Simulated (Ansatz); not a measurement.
Reaction: C3H9N (propan-2-amine, SMILES CC(N)C) → CH3 (SMILES [CH3], doublet) + C2H6N (SMILES [CH](N)C, doublet) (the C-C bond breaks)
Each species at its own B3LYP-D3(BJ)/def2-TZVP minimum (Ansatz, an electronic-structure program), one conformer.

Total energies in hartree (Ansatz). Open shells are spin-unrestricted; no spin-orbit coupling. Cores are frozen in correlated methods. No relativity.

```tsv
species	HF/cc-pVTZ	CCSD(T)/cc-pVTZ	HF/cc-pVQZ	CCSD(T)/cc-pVQZ	CCSD(T)/cc-pVDZ	CCSDT(Q)/cc-pVDZ
1: C3H9N (propan-2-amine, SMILES CC(C)N)	-173.35500	-174.18368	-173.36725	-174.23805	-173.98990	-173.99191
2: CH3 (SMILES [CH3], doublet)	-39.57748	-39.76098	-39.58026	-39.77245	-39.71583	-39.71634
3: C2H6N (SMILES C[CH]N, doublet)	-133.68308	-134.28200	-133.69307	-134.32395	-134.13481	-134.13648
```

### Question
Work out the bond dissociation energy (electronic) in kcal/mol: take Hartree-Fock from cc-pVQZ, extrapolate the CCSD(T) correlation energy as X^-3 (X = 3, 4), and add CCSDT(Q) - CCSD(T) in cc-pVDZ. 1 hartree = 627.51 kcal/mol.

### Answer

Species 1: correlation (64·(-0.87080) - 27·(-0.82868))/37 = -0.90154; step -0.00201; E1 = -173.36725 + (-0.90154) + (-0.00201) = -174.27080
Species 2: correlation (64·(-0.19219) - 27·(-0.18350))/37 = -0.19853; step -0.00051; E2 = -39.58026 + (-0.19853) + (-0.00051) = -39.77930
Species 3: correlation (64·(-0.63088) - 27·(-0.59892))/37 = -0.65420; step -0.00167; E3 = -133.69307 + (-0.65420) + (-0.00167) = -134.34894
-1·E1 +1·E2 +1·E3 = 0.14256 hartree = 89.5 kcal/mol.
